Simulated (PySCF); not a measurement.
Species: C3H4FN.
SMILES with atom numbers: `[CH2:1]=[N:2]/[CH:3]=[CH:4]\[F:5]` (hydrogens: H6, H7 on C1; H8 on C3; H9 on C4)

The same species was optimised twice, with GFN2-xTB and with PBE0-D3(BJ)/def2-SVP (PySCF), and the same property calculations (PySCF, gas phase) were run on both structures.

```csv
coordinate,GFN2-xTB,PBE0-D3(BJ)/def2-SVP,change
C1–H6 (Å),1.079,1.098,+0.019
C4–F5 (Å),1.332,1.318,-0.014
C4–H9 (Å),1.081,1.094,+0.013
C1–H7 (Å),1.096,1.108,+0.012
C1=N2 (Å),1.260,1.270,+0.010
C3–H8 (Å),1.092,1.102,+0.010
C3=C4 (Å),1.331,1.340,+0.009
N2–C3 (Å),1.376,1.383,+0.007
C1–N2–C3 (°),120.1,118.6,-1.5
C3–C4–H9 (°),124.3,123.0,-1.3
N2–C1–H6 (°),118.2,119.5,+1.3
F5–C4–H9 (°),112.4,113.5,+1.1
C4–C3–H8 (°),118.2,117.2,-1.0
N2–C1–H7 (°),124.3,123.4,-0.9
N2–C3–H8 (°),119.7,120.6,+0.9
H6–C1–H7 (°),117.5,117.2,-0.3
C1–N2–C3–C4 (°),180,180,0
```

Rotational constants: A = 19285, B = 2945, C = 2555 MHz (GFN2-xTB) against A = 19492, B = 2917, C = 2537 MHz (PBE0-D3(BJ)/def2-SVP). Point groups within 0.08 Å: Cs and Cs.

On the GFN2-xTB structure: HOMO (eV) -7.22 [PBE0/pcSseg-1]; LUMO (eV) -1.22 [PBE0/pcSseg-1]; dipole (D) 2.68 [PBE0/pcSseg-1]; GIAO shielding of C1 (ppm) 33.6 [PBE0/pcSseg-1]; GIAO shielding of N2 (ppm) -120.0 [PBE0/pcSseg-1]; GIAO shielding of C3 (ppm) 55.5 [PBE0/pcSseg-1]; GIAO shielding of C4 (ppm) 26.5 [PBE0/pcSseg-1]; GIAO shielding of F5 (ppm) 286.2 [PBE0/pcSseg-1].

What do these properties become on the PBE0-D3(BJ)/def2-SVP structure?

```
                                    property          level  on GFN2-xTB  on PBE0-D3(BJ)/def2-SVP  change
                                   HOMO (eV)  PBE0/pcSseg-1        -7.22                    -7.16   +0.06
                                   LUMO (eV)  PBE0/pcSseg-1        -1.22                    -1.24   -0.02
                                  dipole (D)  PBE0/pcSseg-1         2.68                     2.65   -0.03
energy, GFN2-xTB geometry as zero (kcal/mol)  PBE0/pcSseg-1          0.0                     -0.2    -0.2
                  GIAO shielding of C1 (ppm)  PBE0/pcSseg-1         33.6                     30.2    -3.4
                  GIAO shielding of N2 (ppm)  PBE0/pcSseg-1       -120.0                   -123.3    -3.3
                  GIAO shielding of C3 (ppm)  PBE0/pcSseg-1         55.5                     52.7    -2.8
                  GIAO shielding of C4 (ppm)  PBE0/pcSseg-1         26.5                     26.6    +0.1
                  GIAO shielding of F5 (ppm)  PBE0/pcSseg-1        286.2                    285.9    -0.3
```

The heavy atoms differ by 0.014 Å rms after alignment. Among all bonds C1–H6 changes most (+0.019 Å). Changes are differences of the printed values. Neither structure is proved a minimum here.

The values belong to the conformer `[CH2:1]=[N:2]/[CH:3]=[CH:4]\[F:5]`: C1–N2–C3–C4 180°.
